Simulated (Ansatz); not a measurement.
Geometry optimisation, RKS PBE0-D4/def2-TZVP (Ansatz 0.2.0).

The input (input.yaml):

```yaml
crystal:
  periodic: [false, false, false]
  atoms:
    - { symbol: B, position_ang: [0.247648, -0.107707, 0.291033] }
    - { symbol: H, position_ang: [-9.1e-05, -0.670394, 1.304614] }
    - { symbol: "N", position_ang: [1.646079, 0.044538, -0.086228] }
    - { symbol: H, position_ang: [2.394899, -0.311621, 0.481] }
    - { symbol: H, position_ang: [1.941212, 0.509502, -0.928652] }
    - { symbol: Cl, position_ang: [-1.018748, 0.535683, -0.741367] }
basis:
  gaussian: { orbitals: def2-TZVP }
hamiltonian:
  xc: pbe0
  dispersion: d4
relax:
  f_tol: 0.03
  max_steps: 50
output:
  orbitals: {}
```

Run as:

```bash
$ ansatz run input.yaml --threads 4 --pin off --max-ram 5120MiB --backend cpu --events-out ev --progress --plain --runs-dir out
```

Where does it end, and by what steps?

The run converged. After 5 steps the energy has fallen by 0.108 eV; B1 moved furthest, 0.05 Å.

```json
{"step": "0", "energy less start (eV)": "0.0000", "largest force component (eV/Å)": "2.686", "accepted": "yes"}
{"step": "1", "energy less start (eV)": "-0.0921", "largest force component (eV/Å)": "1.199", "accepted": "yes"}
{"step": "2", "energy less start (eV)": "-0.1061", "largest force component (eV/Å)": "0.199", "accepted": "yes"}
{"step": "3", "energy less start (eV)": "-0.1063", "largest force component (eV/Å)": "0.119", "accepted": "yes"}
{"step": "4", "energy less start (eV)": "-0.1060", "largest force component (eV/Å)": "0.192", "accepted": "no"}
{"step": "5", "energy less start (eV)": "-0.1079", "largest force component (eV/Å)": "0.015", "accepted": "yes"}
```

```xyz
6
Properties=species:S:1:pos:R:3
B 0.297 -0.110 0.291
H -0.004 -0.668 1.299
N 1.620 0.043 -0.081
H 2.377 -0.308 0.479
H 1.905 0.508 -0.926
Cl -0.984 0.535 -0.742
```

Whether the end is a true minimum wasn't checked by a vibrational analysis.

Run time: 6.1 s on 4 threads of Arm Neoverse V1, on a shared host, peak memory 0.18 GiB.
